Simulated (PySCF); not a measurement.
CFCl3.
Bonds: F1–C2, C2–Cl3, C2–Cl4, C2–Cl5.

The closed-shell ground state was solved at several levels (PySCF, density fitting, gas phase, non-relativistic). Isolated species at its GFN2-xTB geometry, gas phase.

| level | basis functions | HOMO (eV) | LUMO (eV) | gap (eV) | dipole (D) |
| --- | --- | --- | --- | --- | --- |
| mPW1PW91/aug-pcSseg-1 | 151 | -9.26 | -1.51 | 7.75 | 0.36 |
| wB97X/aug-pcSseg-1 | 151 | -11.72 | 0.73 | 12.45 | 0.35 |
| BHandHLYP/aug-pcSseg-1 | 151 | -10.55 | -0.42 | 10.13 | 0.44 |
| HSE06/aug-pcSseg-1 | 151 | -8.82 | -1.86 | 6.96 | 0.35 |
| wB97X-D/aug-pcSseg-1 | 151 | -11.15 | 0.29 | 11.44 | 0.35 |
| revPBE/aug-pcSseg-1 | 151 | -7.72 | -2.43 | 5.29 | 0.26 |
| B97-2/aug-pcSseg-1 | 151 | -8.97 | -1.57 | 7.40 | 0.34 |
| CAM-B3LYP/aug-pcSseg-1 | 151 | -10.63 | -0.35 | 10.28 | 0.40 |
| OLYP/aug-pcSseg-1 | 151 | -7.67 | -2.37 | 5.30 | 0.27 |
| LC-wPBE/aug-pcSseg-1 | 151 | -12.08 | 0.87 | 12.95 | 0.36 |

Estimate the row for HCTH407/aug-pcSseg-1, a basis of 151 functions; the other rows only guide the guess.

HOMO -8.00 eV, LUMO -2.64 eV, gap 5.36 eV, dipole 0.28 D.

In the aug-pcSseg-1 basis, how does the gap go with the fixed share of exact exchange?

revPBE (0 %) 5.29 eV; OLYP (0 %) 5.30 eV; HCTH407 (0 %) 5.36 eV; B97-2 (21 %) 7.40 eV; mPW1PW91 (25 %) 7.75 eV; BHandHLYP (50 %) 10.13 eV. Each rise in the share widens the gap here.

How far do the dipole and the HOMO energy spread over the levels?

The dipole runs from 0.26 to 0.44 D (mean 0.34 D) and the HOMO from -12.08 to -7.67 eV.
